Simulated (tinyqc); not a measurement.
RHF in the sto-3g basis, for H2F+, spin multiplicity 1, step by step. One step of it, computed by the program tinyqc.

Question. Iteration 2: diagonalisation and new density. Diagonalise F' = X^T F X, C = X C', fill 5 alpha and 5 beta electrons from the bottom; D = 2 C_occ C_occ^T. Each column has its largest component positive (the first on a tie).

extrapolated F (hartree), lower triangle:
```
             1F 1s      1F 2s     1F 2px     1F 2py     1F 2pz      2H 1s      3H 1s
1F 1s   -30.126277
1F 2s    -7.314351  -4.380139
1F 2px    0.000000   0.000000  -2.355044
1F 2py    0.000169  -0.000227   0.000000  -2.365843
1F 2pz   -0.011864   0.050379   0.000000  -0.000047  -2.342176
2H 1s    -0.562809  -0.667212   0.000000  -0.366993  -0.195602  -0.625301
3H 1s    -0.570269  -0.674855   0.000000   0.370635  -0.197515  -0.119056  -0.630571
```

X, lower triangle:
```
            1F 1s      1F 2s    1F 2px     1F 2py     1F 2pz      2H 1s     3H 1s
1F 1s    1.022799
1F 2s   -0.128104   1.061396
1F 2px   0.000000   0.000000  1.000000
1F 2py   0.000037  -0.000337  0.000000   1.024815
1F 2pz  -0.002010   0.016852  0.000000  -0.000134   1.007239
2H 1s    0.011392  -0.114120  0.000000  -0.094183  -0.049277   1.035761
3H 1s    0.011518  -0.115578  0.000000   0.095128  -0.049823  -0.024911  1.036525
```

Give: F' = X^T F X; orbital energies; coefficients C; D after iteration 2.

Answer.

F' = X^T F X (hartree), lower triangle:
```
          1        2        3        4        5        6        7
1  -29.6936
2   -3.4175  -3.1630
3    0.0000   0.0000  -2.3550
4    0.0003  -0.0005   0.0000  -2.3507
5   -0.0256   0.0640   0.0000  -0.0001  -2.3377
6   -0.0517  -0.2000   0.0000  -0.1265  -0.0637  -0.4993
7   -0.0528  -0.2023   0.0000   0.1276  -0.0644  -0.0336  -0.5021
```

orbital energies (hartree): MO1 -30.1271, MO2 -2.7704, MO3 -2.3677, MO4 -2.3550, MO5 -2.3358, MO6 -0.4953, MO7 -0.4501

coefficients C:
```
            MO1      MO2      MO3     MO4      MO5      MO6      MO7
1F 1s    0.9986  -0.2501   0.0001  0.0000  -0.0326   0.0439   0.0008
1F 2s    0.0058   1.0323  -0.0004  0.0000   0.1345  -0.2929  -0.0050
1F 2px   0.0000   0.0000   0.0000  1.0000   0.0000   0.0000   0.0000
1F 2py   0.0000   0.0006   1.0077  0.0000  -0.0025   0.0066  -0.2296
1F 2pz   0.0005  -0.1200   0.0024  0.0000   0.9948  -0.1250  -0.0022
2H 1s   -0.0005  -0.0250  -0.0236  0.0000  -0.0142   0.7073   0.7721
3H 1s   -0.0005  -0.0252   0.0237  0.0000  -0.0144   0.7431  -0.7392
```

D after iteration 2, lower triangle:
```
          1F 1s    1F 2s  1F 2px   1F 2py   1F 2pz   2H 1s   3H 1s
1F 1s    2.1217
1F 2s   -0.5136   2.1676
1F 2px   0.0000   0.0000  2.0000
1F 2py   0.0001  -0.0003  0.0000   2.0308
1F 2pz  -0.0038   0.0197  0.0000  -0.0001   2.0082
2H 1s    0.0125  -0.0553  0.0000  -0.0475  -0.0225  0.0028
3H 1s    0.0126  -0.0559  0.0000   0.0477  -0.0226  0.0006  0.0028
```
